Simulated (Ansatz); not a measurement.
# ClF3: one species, many methods

One table from this session's results is given with a row withheld; the runs are named, their logs left out.

Method: functionals in def2-TZVPP, the program's frozen cores in correlated methods; program: Ansatz 0.2.0, Gaussian basis.

The runs, in order: LDA (SPW92), PBE-D4, revPBE-D4, BLYP-D4, r2SCAN-D4, B97M-V, PBE0-D4, B3LYP-D4, r2SCANh-D4, r2SCAN0-D4, HSE06-D4, BHLYP-D4, CAM-B3LYP-D4, LC-ωPBE, ωB97X-V, ωB97M-V, B2PLYP, PBE-QIDH; CCSD(T)/def2-SVP; CCSD(T)/def2-TZVPP; CCSD(T)/def2-QZVPP; extrapolation to the limit; RPA on PBE.

## Structure used throughout

The geometry comes from an earlier relaxation with PBE0-D4 in a triple-zeta def2 set; it is a stationary point.

4 atoms, charge 0, spin multiplicity 1.

Atoms are counted from 1 here; the program's logs count them from 0.

Bond lengths: Cl1–F2 1.595 Å, Cl1–F3 1.693 Å, Cl1–F4 1.693 Å. Angles: F2–Cl1–F3 87.5°, F2–Cl1–F4 87.5°, F3–Cl1–F4 174.9°.

The first run:

The input, in.yaml:

```yaml
crystal:
  periodic: [false, false, false]
  atoms:
    - {symbol: Cl, position_ang: [-0.000000, 0.000000, 0.352315]}
    - {symbol: F, position_ang: [-0.000000, -0.000000, -1.242520]}
    - {symbol: F, position_ang: [0.000000, 1.691759, 0.277637]}
    - {symbol: F, position_ang: [0.000000, -1.691759, 0.277637]}
basis:
  gaussian: {orbitals: def2-TZVPP}
hamiltonian: {xc: lda}
output: {orbitals: {seedname: orbitals}}
```

Run with:

```sh
$ ansatz run in.yaml --threads 2 --pin off --events-out ev --progress --plain --max-ram 32768MiB --backend cpu
```

Steps of the session up to this table: LDA; PBE-D4 (GGA); revPBE-D4 (GGA); BLYP-D4 (GGA); r2SCAN-D4 (meta-GGA); B97M-V (meta-GGA); PBE0-D4 (hybrid); B3LYP-D4 (hybrid); r2SCANh-D4 (hybrid); r2SCAN0-D4 (hybrid); HSE06-D4 (hybrid); BHLYP-D4 (hybrid); CAM-B3LYP-D4 (range-separated); LC-ωPBE (range-separated); ωB97X-V (range-separated); ωB97M-V (range-separated); B2PLYP (double hybrid); PBE-QIDH (double hybrid).

One of the session's tables, all rows but one given; the rest of the session is left out.

```
  functional  HOMO (eV)  LUMO (eV)  gap (eV)
 LDA (SPW92)      -8.03      -4.98      3.05
      PBE-D4      -7.82      -4.66      3.15
   revPBE-D4      -7.74      -4.55      3.19
     BLYP-D4      -7.76      -4.61      3.16
   r2SCAN-D4      -8.26      -4.62      3.64
      B97M-V      -8.43      -4.51      3.92
     PBE0-D4      -9.75      -3.60      6.15
    B3LYP-D4      -9.48      -3.94      5.54
  r2SCANh-D4          ?          ?         ?
  r2SCAN0-D4     -10.05      -3.57      6.48
    HSE06-D4      -9.33      -3.99      5.34
    BHLYP-D4     -11.63      -2.44      9.19
CAM-B3LYP-D4     -11.31      -2.44      8.87
     LC-ωPBE     -12.63      -1.07     11.55
     ωB97X-V     -12.28      -1.14     11.14
     ωB97M-V     -12.19      -1.17     11.02
```

Estimate the missing values for r2SCANh-D4.

Worked estimate for «HOMO (eV)». Against the share of exact exchange, r2SCAN-D4 (0, -8.26), r2SCAN0-D4 (0.25, -10.05) give a slope of -7.16 per unit share; at 0.1 the line stands at -8.98.

**Answer.** HOMO (eV): -8.98; LUMO (eV): -4.20; gap (eV): 4.77. In «HOMO (eV)» the line misses by 0.00.
